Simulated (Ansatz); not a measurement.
# doublet SiP: levels of theory in one basis

```yaml
atoms:
  - { symbol: Si, position_ang: [0.0000, 0.0000, -1.1224] }
  - { symbol: P, position_ang: [0.0000, 0.0000, 1.1224] }
```

Basis set: def2-SVP (spherical functions). Frozen core: 10 orbitals. Correlation on ROHF uses semicanonical orbitals with singles. Charge 0, multiplicity 2.

Computed with Ansatz (development build ahead of 0.2.0); each method stands on the lowest determinant of its kind that the runs found.

| method | E − E(ROHF) (eV) | <S²> of the determinant |
| --- | --- | --- |
| ROHF | 0.00 | – |
| UHF | -0.51 | 1.40 |
| ROHF-MP2 | -4.70 | – |
| UHF-MP2 | -4.25 | 1.40 |
| ROHF-CCSD(T) | -5.82 | – |
| UHF-CCSD(T) | -5.77 | 1.40 |

(1) What does UHF-CCSDT(Q) give on the same scale?

Answers

(1) -5.90 eV.

Caution for UHF, UHF-MP2, UHF-CCSD(T), UHF-CCSDT(Q): the unrestricted determinant is spin contaminated. Caution for ROHF-MP2, UHF-MP2, ROHF-CCSD(T), UHF-CCSD(T), UHF-CCSDT(Q): a plain start can end on a higher determinant.
